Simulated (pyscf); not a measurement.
Cl–GaH–Cl + ammonia (NH₃) → H₂N–Ga(Cl)–Cl + hydrogen (H₂) (four-centre exchange; singlet surface; Ga–H, H–N broken, Ga–N, H–H formed). Optimised with ωB97X-D3(BJ)/def2-SVP in PySCF. Energies in kcal/mol from the separated reactants.

| level | barrier | reaction energy |
|---|---|---|
| ωB97X-D3(BJ)/def2-TZVP | … | -5.3 |
| B3LYP-D3(BJ)/def2-TZVP | 18.1 | -4.0 |
| PBE0-D3(BJ)/def2-TZVP | 15.5 | -3.4 |
| M06-2X/def2-TZVP | 14.9 | -8.2 |
| ωB97M-D3(BJ)/def2-TZVP | … | … |
| HF/def2-TZVP | 32.0 | -1.7 |

Q: Fill in the missing entries.

A: 
- ωB97X-D3(BJ)/def2-TZVP, barrier: 17.1
- ωB97M-D3(BJ)/def2-TZVP, barrier: 19.4
- ωB97M-D3(BJ)/def2-TZVP, reaction energy: -3.3

The functionals in the table span 4.5 kcal/mol in this barrier, from M06-2X to ωB97M-D3(BJ). On the reactant side the descent ends in an adduct with a Ga–N contact, 31.7 kcal/mol under the separated species and 48.9 kcal/mol under the saddle at ωB97X-D3(BJ)/def2-TZVP. What is counted as formed (Ga–N) is already present as a longer contact in the reactant adduct; forming that adduct is a step of its own. At the saddle there is also a short Ga–H contact that neither side keeps. This is the saddle that the search found; another between the same sides may lie lower. Elements up to Kr have no core potential and no relativistic terms here.
